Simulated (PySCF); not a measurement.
# C3H10NP: the cost of one run

Programs: PySCF 2.14.0, with density-fitted response routines of our own. Each step states its level of theory. These are calculated values for one molecule in the gas phase, unless marked as measured. Atoms are numbered from 0 throughout.

## (1) The starting structure

15 atoms, charge 0, multiplicity 1; geometry from: GFN2-xTB. The atoms were then displaced at random by about 0.01 Å, so the start is not that level's minimum.

Bonds of the start (Å): C0–P1 1.80, P1–C2 1.86, P1–C3 1.89, P1–N4 1.55, C0–H5 1.07, C0–H6 1.10, C0–H7 1.11, C2–H8 1.10, C2–H9 1.08, C2–H10 1.07, C3–H11 1.07, C3–H12 1.06, C3–H13 1.10, N4–H14 1.02.

## (2) Relaxing the molecule at PBE0-D3(BJ)/def2-SVP

Job settings and geometry (Å):

```
{"job": {"xc": "PBE0", "basis": "def2-SVP", "d3": "d3bj", "grid": 1, "shake": 0.01, "kind": "geom"}, "charge": 0, "multiplicity": 1}
C      0.043510     1.317930    -1.072780
P     -0.217520     0.229660     0.339420
C     -1.099180    -1.238820    -0.387380
C      1.514450    -0.445550     0.658120
N     -0.921630     1.068570     1.432770
H      0.508110     0.841520    -1.907930
H      0.631350     2.186070    -0.743770
H     -0.940110     1.713040    -1.385650
H     -1.196130    -1.988110     0.415530
H     -0.542550    -1.662540    -1.211490
H     -2.077380    -0.913840    -0.687840
H      1.921960    -0.901440    -0.217430
H      2.079490     0.385880     0.992080
H      1.402960    -1.186730     1.464270
H     -1.122660     0.576990     2.304830
```

On the command line:

```
OMP_NUM_THREADS=1 python probes_run.py task.json out
```

The driver reads the jobs from task.json and runs them one after another.

**Question.** How long does this first job take on 1 thread of Arm Neoverse V1, shared host, and how much memory does it need?

About 50 s, with a peak of 0.51 GiB.
